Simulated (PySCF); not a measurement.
# C₄H₁₀S: excited states, first hyperpolarisability

What do calculations give for the excited states, first hyperpolarisability of C₄H₁₀S (`CC(C)CS`)?

Computed with PySCF 2.14.0 and routines of our own; the level stands in each step. Atoms count from 0.

## 1. The system as given

15 atoms, charge 0, multiplicity 1; geometry from: GFN2-xTB.

## 2. Geometry optimisation at PBE0-D3(BJ)/def2-TZVP

Job settings and geometry (Å):

```
{"job": {"xc": "PBE0", "basis": "def2-TZVP", "d3": "d3bj", "grid": 2, "kind": "geom"}, "charge": 0, "multiplicity": 1}
C      1.122153    -0.937730     0.255597
C     -0.012647     0.078023     0.338581
C      0.538451     1.502004     0.391701
C     -0.951454    -0.054186    -0.856812
S     -1.815284    -1.661751    -0.925143
H      1.745298    -0.884381     1.144738
H      1.744351    -0.738328    -0.614433
H      0.726569    -1.947410     0.172057
H     -0.586475    -0.109709     1.254578
H      1.207125     1.613352     1.241737
H     -0.267485     2.226108     0.490963
H      1.095423     1.727335    -0.515470
H     -0.394860     0.001139    -1.792435
H     -1.712365     0.727169    -0.849947
H     -2.443216    -1.533647     0.242375
```

The run is started by

```sh
OMP_NUM_THREADS=1 python excited_run.py task.json out
```

This one command runs all jobs of the session in turn.

Log:

```text
step   0  E = -556.38347033  max force = 0.008415
step   1  E = -556.38419779  max force = 0.002003
step   2  E = -556.38422453  max force = 0.000194
step   3  E = -556.38422867  max force = 0.000143
optimisation converged
```

Run time: 56 s. Hardware: 1 thread of Intel Xeon Platinum 8488C, shared host; peak memory 0.91 GiB.

Step by step:

| step | energy from step 0 (eV) | largest force component (eV/Å) |
| --- | --- | --- |
| 0 | 0.0000 | 0.4327 |
| 1 | -0.0198 | 0.1030 |
| 2 | -0.0205 | 0.0100 |
| 3 | -0.0206 | 0.0074 |

Distances of close pairs at the start and the end, largest changes first:

```
  bond  before (Å)  after (Å)  change (Å)
 C3–S4       1.826      1.812      -0.015
S4–H14       1.332      1.343      +0.011
 C0–H6       1.088      1.095      +0.007
C2–H11       1.088      1.094      +0.006
 C0–C1       1.525      1.519      -0.006
 C0–H5       1.087      1.092      +0.005
 C2–H9       1.087      1.092      +0.005
 C1–C2       1.528      1.523      -0.005
```

The end geometry stands in the next job.

```
                         at the end point                value
  point group (found at 0.08 Å tolerance)                   C1
rotational constants (GHz, main isotopes)  7.426, 2.125, 1.793
                        dipole moment (D)                 1.68
```

## 3. Excited states: TDA CAM-B3LYP/def2-TZVPD

Job settings and geometry (Å):

```
{"job": {"kind": "states", "xc": "CAM-B3LYP", "basis": "def2-TZVPD", "tda": true, "soc": true, "nstates": 6, "ntriplets": 5, "nquad": 4}, "charge": 0, "multiplicity": 1}
C      1.150159    -0.896072     0.242486
C      0.034388     0.128389     0.359655
C      0.593686     1.541391     0.457347
C     -0.940144     0.047574    -0.809885
S     -1.859100    -1.506587    -0.957363
H      1.808364    -0.858082     1.113369
H      1.760134    -0.697611    -0.644815
H      0.749864    -1.907655     0.157476
H     -0.531918    -0.080331     1.276299
H      1.269943     1.635729     1.310085
H     -0.201452     2.282134     0.573881
H      1.160138     1.796711    -0.443666
H     -0.395925     0.132505    -1.755805
H     -1.651830     0.875047    -0.777713
H     -2.539922    -1.394083     0.194232
```

Method: TDA CAM-B3LYP/def2-TZVPD excited states, vertical, gas phase, spin-orbit mean-field couplings.

Log:

```text
coarse grid: 12168 points
cycle   1  E = -556.6015483763  dE =  3.923e-01  |g| = 3.156e-01  |ddm| = 3.446e+00
cycle   2  E = -556.6168427428  dE = -1.529e-02  |g| = 2.433e-01  |ddm| = 1.735e+00
cycle   3  E = -556.6311886358  dE = -1.435e-02  |g| = 3.210e-02  |ddm| = 5.026e-01
cycle   4  E = -556.6314350119  dE = -2.464e-04  |g| = 1.130e-02  |ddm| = 1.083e-01
cycle   5  E = -556.6314683157  dE = -3.330e-05  |g| = 4.076e-03  |ddm| = 2.493e-02
cycle   6  E = -556.6314718959  dE = -3.580e-06  |g| = 7.030e-04  |ddm| = 1.033e-02
final grid: 110304 points
cycle   7  E = -556.6252470900  dE = -5.059e-05  |g| = 4.092e-03  |ddm| = 3.069e-01
cycle   8  E = -556.6252478474  dE = -7.574e-07  |g| = 3.644e-03  |ddm| = 2.513e-02
cycle   9  E = -556.6252510268  dE = -3.179e-06  |g| = 3.446e-04  |ddm| = 6.670e-03
cycle  10  E = -556.6252510529  dE = -2.614e-08  |g| = 1.938e-04  |ddm| = 1.472e-03
cycle  11  E = -556.6252510618  dE = -8.918e-09  |g| = 3.023e-05  |ddm| = 3.921e-04
cycle  12  E = -556.6252510621  dE = -2.660e-10  |g| = 8.391e-06  |ddm| = 9.516e-05
converged SCF energy = -556.6252510621

Singlet excitations
state   eV       nm        f     d(h-e)  d(exc)  Lambda  PR(NTO)  |dmu|/D   mu/D   main configurations
  1   5.4135   229.0   0.00512   0.429   2.669   0.335   1.003    1.455    1.495   H->L 0.54, H->L+4 0.20, H->L+3 0.10
  2   6.0661   204.4   0.02863   1.377   3.369   0.305   1.004    7.090    8.271   H->L+1 0.71, H->L 0.12
  3   6.7316   184.2   0.01573   1.260   3.941   0.228   1.005    5.350    6.376   H->L+2 0.81
  4   6.9953   177.2   0.02484   1.273   4.012   0.307   1.020    4.516    4.091   H->L+4 0.36, H->L 0.14, H->L+5 0.12
  5   7.1883   172.5   0.00421   2.372   4.691   0.303   1.022                     H->L+3 0.64, H->L 0.16, H->L+7 0.09
  6   7.8679   157.6   0.03676   0.453   3.562   0.359   1.503                     H->L+9 0.39, H-1->L 0.15, H->L+5 0.14

Triplet excitations (Tamm-Dancoff)
state   eV     d(h-e)  d(exc)  Lambda  PR(NTO)   main configurations
  1   4.9689   0.308   2.480   0.337   1.008   H->L 0.45, H->L+4 0.21, H->L+7 0.11
  2   5.6425   0.868   2.984   0.318   1.004   H->L+1 0.60, H->L+9 0.11, H->L 0.09
  3   6.6287   1.322   3.719   0.285   1.013   H->L+2 0.38, H->L 0.16, H->L+7 0.10
  4   6.7925   0.523   3.876   0.269   1.015   H->L+2 0.48, H->L+4 0.15, H->L 0.12
  5   6.9554   1.659   3.995   0.316   1.163   H->L+3 0.56
S1 - T1 = 0.4446 eV

Spin-orbit couplings |<S|Hso|T>| (cm-1)
             T1       T2       T3       T4       T5
S0      158.936   89.135   75.311    6.367   50.180
S1        2.067   33.838   23.527    9.108   45.893
S2       23.453    1.270   11.568    5.616   19.714
S3       19.519   14.169    2.103    3.531   10.731
S4       19.819   13.447   10.749    3.840    6.272
S5       23.897   14.104   14.014    2.943    5.696
S6       67.430   12.975   15.601    2.204   18.222
T1 sublevels (cm-1): 0.000 0.281 0.734   radiative rates (1/s): 786 14.4 1.41e+03
```

Wall time 47 s (1 thread of Intel Xeon Platinum 8488C, shared host); peak memory 1.1 GiB.

Key values:

| quantity | value |
| --- | --- |
| S1 less T1 | 0.44 eV |

## 4. Excited states: TDDFT CAM-B3LYP/def2-TZVPD

The job, as its differences from that of step 3:

```diff
@@ -1,2 +1,2 @@
-{"job": {"kind": "states", "xc": "CAM-B3LYP", "basis": "def2-TZVPD", "tda": true, "soc": true, "nstates": 6, "ntriplets": 5, "nquad": 4}, "charge": 0, "multiplicity": 1}
+{"job": {"kind": "states", "xc": "CAM-B3LYP", "basis": "def2-TZVPD", "tpa": true, "nstates": 8, "nquad": 6, "ntriplets": 0}, "charge": 0, "multiplicity": 1}
 C      1.150159    -0.896072     0.242486
```

Level: TDDFT CAM-B3LYP/def2-TZVPD excited states, vertical, gas phase, two-photon moments by quadratic response.

Log:

```text
coarse grid: 12168 points
cycle   1  E = -556.6015483763  dE =  3.923e-01  |g| = 3.156e-01  |ddm| = 3.446e+00
cycle   2  E = -556.6168427428  dE = -1.529e-02  |g| = 2.433e-01  |ddm| = 1.735e+00
cycle   3  E = -556.6311886358  dE = -1.435e-02  |g| = 3.210e-02  |ddm| = 5.026e-01
cycle   4  E = -556.6314350119  dE = -2.464e-04  |g| = 1.130e-02  |ddm| = 1.083e-01
cycle   5  E = -556.6314683157  dE = -3.330e-05  |g| = 4.076e-03  |ddm| = 2.493e-02
cycle   6  E = -556.6314718959  dE = -3.580e-06  |g| = 7.030e-04  |ddm| = 1.033e-02
final grid: 110304 points
cycle   7  E = -556.6252470900  dE = -5.059e-05  |g| = 4.092e-03  |ddm| = 3.069e-01
cycle   8  E = -556.6252478474  dE = -7.574e-07  |g| = 3.644e-03  |ddm| = 2.513e-02
cycle   9  E = -556.6252510268  dE = -3.179e-06  |g| = 3.446e-04  |ddm| = 6.670e-03
cycle  10  E = -556.6252510529  dE = -2.614e-08  |g| = 1.938e-04  |ddm| = 1.472e-03
cycle  11  E = -556.6252510618  dE = -8.918e-09  |g| = 3.023e-05  |ddm| = 3.921e-04
cycle  12  E = -556.6252510621  dE = -2.660e-10  |g| = 8.391e-06  |ddm| = 9.516e-05
converged SCF energy = -556.6252510621

Singlet excitations
state   eV       nm        f     d(h-e)  d(exc)  Lambda  PR(NTO)  |dmu|/D   mu/D   delta(TPA)   sigma/GM   main configurations
  1   5.3958   229.8   0.00465   0.429   2.677   0.335   1.005    1.440    1.498        2.36      0.025   H->L 0.53, H->L+4 0.20, H->L+3 0.10
  2   6.0409   205.2   0.02717   1.374   3.367   0.305   1.007    6.940    8.123       73.73      0.986   H->L+1 0.71, H->L 0.12
  3   6.7284   184.3   0.01517   1.262   3.942   0.229   1.005    5.335    6.351       81.54      1.352   H->L+2 0.81
  4   6.9791   177.7   0.02367   1.258   4.008   0.306   1.022    4.480    4.133      106.52      1.901   H->L+4 0.36, H->L 0.14, H->L+5 0.12
  5   7.1711   172.9   0.00431   2.365   4.671   0.304   1.024    8.348    7.356      207.96      3.918   H->L+3 0.63, H->L 0.16, H->L+7 0.10
  6   7.8294   158.4   0.03655   0.456   3.623   0.358   1.367    1.059    1.609       79.40      1.783   H->L+9 0.42, H->L+5 0.15, H->L+11 0.11
  7   7.9324   156.3   0.00527   1.526   4.430   0.235   1.026                                            H->L+6 0.55, H->L+5 0.19, H->L+7 0.10
  8   7.9720   155.5   0.01226   0.576   3.595   0.352   1.892                                            H-1->L 0.51, H->L+6 0.10
```

It took 54 s on 1 thread of Intel Xeon Platinum 8488C, shared host; peak memory 1.1 GiB.

## 5. First hyperpolarisability: quadratic response CAM-B3LYP/def2-TZVPD

The job, as its differences from that of step 4:

```diff
@@ -1,2 +1,2 @@
-{"job": {"kind": "states", "xc": "CAM-B3LYP", "basis": "def2-TZVPD", "tpa": true, "nstates": 8, "nquad": 6, "ntriplets": 0}, "charge": 0, "multiplicity": 1}
+{"job": {"kind": "beta", "xc": "CAM-B3LYP", "basis": "def2-TZVPD"}, "charge": 0, "multiplicity": 1}
 C      1.150159    -0.896072     0.242486
```

With the program's defaults for keys left out, this is: quadratic response CAM-B3LYP/def2-TZVPD first hyperpolarisability, Taylor convention, gas phase.

Log:

```text
coarse grid: 12168 points
cycle   1  E = -556.6015483763  dE =  3.923e-01  |g| = 3.156e-01  |ddm| = 3.446e+00
cycle   2  E = -556.6168427428  dE = -1.529e-02  |g| = 2.433e-01  |ddm| = 1.735e+00
cycle   3  E = -556.6311886358  dE = -1.435e-02  |g| = 3.210e-02  |ddm| = 5.026e-01
cycle   4  E = -556.6314350119  dE = -2.464e-04  |g| = 1.130e-02  |ddm| = 1.083e-01
cycle   5  E = -556.6314683157  dE = -3.330e-05  |g| = 4.076e-03  |ddm| = 2.493e-02
cycle   6  E = -556.6314718959  dE = -3.580e-06  |g| = 7.030e-04  |ddm| = 1.033e-02
final grid: 110304 points
cycle   7  E = -556.6252470900  dE = -5.059e-05  |g| = 4.092e-03  |ddm| = 3.069e-01
cycle   8  E = -556.6252478474  dE = -7.574e-07  |g| = 3.644e-03  |ddm| = 2.513e-02
cycle   9  E = -556.6252510268  dE = -3.179e-06  |g| = 3.446e-04  |ddm| = 6.670e-03
cycle  10  E = -556.6252510529  dE = -2.614e-08  |g| = 1.938e-04  |ddm| = 1.472e-03
cycle  11  E = -556.6252510618  dE = -8.918e-09  |g| = 3.023e-05  |ddm| = 3.921e-04
cycle  12  E = -556.6252510621  dE = -2.660e-10  |g| = 8.391e-06  |ddm| = 9.516e-05
converged SCF energy = -556.6252510621

Lowest singlets (eV, f): 5.3958 0.0046  6.0409 0.0272  6.7284 0.0152

First hyperpolarisability (au)
process     nm      |vector|   parallel      HRS      DR
static         -      141.70      76.17      54.68   6.611
shg       1907.0      148.71      79.78      57.49   6.554
eope      1907.0      143.97      77.35          -       -
shg       1064.0      166.44      88.84      64.66   6.425
eope      1064.0      149.22      80.05          -       -
```

Wall time 41 s (1 thread of Intel Xeon Platinum 8488C, shared host); peak memory 1.2 GiB.

## 6. Excited states: TDA CAM-B3LYP/def2-TZVPD in acetonitrile

The job, as its differences from that of step 5:

```diff
@@ -1,2 +1,2 @@
-{"job": {"kind": "beta", "xc": "CAM-B3LYP", "basis": "def2-TZVPD"}, "charge": 0, "multiplicity": 1}
+{"job": {"kind": "states", "xc": "CAM-B3LYP", "basis": "def2-TZVPD", "tda": true, "soc": true, "nstates": 6, "ntriplets": 5, "nquad": 4, "solvent": "acetonitrile"}, "charge": 0, "multiplicity": 1}
 C      1.150159    -0.896072     0.242486
```

With the program's defaults for keys left out, this is: TDA CAM-B3LYP/def2-TZVPD excited states, vertical, IEF-PCM acetonitrile (non-equilibrium response), spin-orbit mean-field couplings.

Log:

```text
coarse grid: 12168 points
cycle   1  E = -556.6091484042  dE =  3.852e-01  |g| = 3.043e-01  |ddm| = 3.448e+00
cycle   2  E = -556.6239538289  dE = -1.481e-02  |g| = 2.262e-01  |ddm| = 1.731e+00
cycle   3  E = -556.6360790762  dE = -1.213e-02  |g| = 3.103e-02  |ddm| = 4.318e-01
cycle   4  E = -556.6363228765  dE = -2.438e-04  |g| = 1.051e-02  |ddm| = 1.259e-01
cycle   5  E = -556.6363515224  dE = -2.865e-05  |g| = 3.588e-03  |ddm| = 2.226e-02
cycle   6  E = -556.6363543396  dE = -2.817e-06  |g| = 6.115e-04  |ddm| = 9.365e-03
final grid: 110304 points
cycle   7  E = -556.6300963182  dE = -5.062e-05  |g| = 4.219e-03  |ddm| = 3.096e-01
cycle   8  E = -556.6300972720  dE = -9.538e-07  |g| = 3.722e-03  |ddm| = 2.582e-02
cycle   9  E = -556.6301005900  dE = -3.318e-06  |g| = 2.825e-04  |ddm| = 8.083e-03
cycle  10  E = -556.6301006094  dE = -1.937e-08  |g| = 1.663e-04  |ddm| = 1.587e-03
cycle  11  E = -556.6301006159  dE = -6.543e-09  |g| = 2.623e-05  |ddm| = 3.312e-04
cycle  12  E = -556.6301006162  dE = -2.537e-10  |g| = 7.124e-06  |ddm| = 9.251e-05
converged SCF energy = -556.6301006162

Singlet excitations
state   eV       nm        f     d(h-e)  d(exc)  Lambda  PR(NTO)  |dmu|/D   mu/D   main configurations
  1   5.5983   221.5   0.00432   0.204   2.600   0.342   1.004    0.733    2.142   H->L+1 0.45, H->L+4 0.27, H->L 0.08
  2   6.1130   202.8   0.05405   1.453   3.432   0.339   1.005    7.809    9.684   H->L 0.83
  3   6.8739   180.4   0.01005   0.742   3.931   0.221   1.005    3.882    5.825   H->L+2 0.91
  4   7.1083   174.4   0.04478   0.760   3.969   0.306   1.023    3.896    5.025   H->L+3 0.45, H->L+4 0.28, H->L+1 0.11
  5   7.3865   167.9   0.00291   2.383   4.620   0.313   1.025                     H->L+3 0.42, H->L+1 0.27, H->L+7 0.15
  6   7.9750   155.5   0.05092   0.472   3.458   0.387   1.511                     H->L+9 0.43, H->L+5 0.11, H-1->L+1 0.10

Triplet excitations (Tamm-Dancoff)
state   eV     d(h-e)  d(exc)  Lambda  PR(NTO)   main configurations
  1   5.1597   0.146   2.436   0.347   1.008   H->L+1 0.40, H->L+4 0.28, H->L+7 0.10
  2   5.7619   0.971   3.077   0.349   1.004   H->L 0.69, H->L+9 0.12
  3   6.7220   1.262   3.545   0.306   1.012   H->L+2 0.28, H->L+4 0.13, H->L+7 0.11
  4   6.9169   0.398   3.893   0.250   1.019   H->L+2 0.55, H->L+3 0.21, H->L+4 0.10
  5   7.0442   1.589   3.830   0.317   1.139   H->L+3 0.44, H->L+2 0.12, H->L+7 0.09
S1 - T1 = 0.4386 eV

Spin-orbit couplings |<S|Hso|T>| (cm-1)
             T1       T2       T3       T4       T5
S0      153.020   71.346   86.052   31.683   50.140
S1        2.083   25.672   31.847   19.864   43.705
S2       14.178    1.015    8.141    7.210   13.635
S3       26.045    9.739    5.812    8.980   12.732
S4       26.957   13.226   17.140   11.061    5.709
S5       19.190    7.326   13.330    3.628    6.898
S6       65.757   15.986   13.556    7.845   14.881
T1 sublevels (cm-1): 0.000 0.260 0.664   radiative rates (1/s): 718 22.7 864
```

Wall time 48 s (1 thread of Intel Xeon Platinum 8488C, shared host); peak memory 1.1 GiB.

From this job:

```csv
quantity,value
S1 less T1,0.44 eV
```

## 7. Outcome

| quantity | value |
| --- | --- |
| point group | C1 |
| rotational constants (main isotopes) | 7.43, 2.13, 1.79 GHz |
| S1 less T1 (step 3, TDA CAM-B3LYP/def2-TZVPD) | 0.44 eV |
| β vector (step 5, quadratic response CAM-B3LYP/def2-TZVPD) | static 142, SHG 1907.0 nm 149, SHG 1064.0 nm 166 au |
| S1 less T1 (step 6, TDA CAM-B3LYP/def2-TZVPD in acetonitrile) | 0.44 eV |

In words: Over 3 steps the energy fell by 0.021 eV; of the close pairs, C3–S4 changed most, 1.826 to 1.812 Å. No frequency check was run at this level, so the end point may be a saddle. In step 3, the number of triplets below S1 is 1, and the largest singlet-triplet spin-orbit coupling is S0–T1, 158.94 cm⁻¹. β grows from 142 au (static) to 166 au for doubling at 1064.0 nm: normal dispersion, which grows as twice the photon energy moves toward the bright states. In step 6, the number of triplets below S1 is 1, and the largest singlet-triplet spin-orbit coupling is S0–T1, 153.02 cm⁻¹. The orbital labels of the leading configurations differ from run to run, so check that S1 and T1 are the same states before comparing rows.
